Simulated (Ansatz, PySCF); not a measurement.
Molecule: C3H8N, net charge 0, doublet state. It need not be the lowest isomer of its formula. 
Coordinates optimised at B3LYP-D3(BJ)/def2-TZVP (Ansatz, an electronic-structure program):
SMILES: [CH2]N(C)C
```xyz
12

N      0.0005     0.0551     0.2183
C      0.0018     1.4267     0.0776
C      1.2189    -0.6517    -0.1159
C     -1.2208    -0.6490    -0.1109
H      0.9345     1.9380     0.2649
H     -0.9291     1.9401     0.2687
H      1.3617    -0.7396    -1.2032
H      1.1929    -1.6551     0.3115
H      2.0748    -0.1202     0.2993
H     -1.3683    -0.7365    -1.1976
H     -2.0739    -0.1156     0.3078
H     -1.1953    -1.6525     0.3164
```
Charge 0, spin multiplicity 2.

Total electronic energies in hartree. Valence correlation only, unless marked. Open shells are spin-unrestricted. No spin-orbit coupling. Non-relativistic. CBS marks a two-point X^-3 extrapolation of the correlation energy; Hartree-Fock from the larger set. The bracket is a focal-point correction in the basis named.

| level | program | energy (Eh) |
|---|---|---|
| HF-D3(BJ)/def2-TZVPD | PySCF + dftd3 | -172.77542 |
| PBE-D3(BJ)/def2-TZVPD | Ansatz + dftd3 | … |
| revPBE-D4/def2-TZVPD | Ansatz + dftd4 | … |
| LC-wPBE-D4/def2-TZVPD | Ansatz + dftd4 | -173.78355 |
| B2GP-PLYP/def2-TZVPD | Ansatz | -173.67792 |
| B2PLYP/def2-TZVPD | Ansatz | … |
| RPA@PBE/cc-pVTZ | Ansatz | -173.88536 |
| RI-MP2/aug-cc-pVTZ | Ansatz | -173.44313 |
| RI-MP2/CBS(cc-pVTZ,cc-pVQZ)+[CCSD(T)-MP2]/cc-pVDZ | Ansatz | -173.5947 |

Complete the blanks.


- PBE-D3(BJ)/def2-TZVPD, energy (Eh): -173.65165
- revPBE-D4/def2-TZVPD, energy (Eh): -173.85355
- B2PLYP/def2-TZVPD, energy (Eh): -173.71388
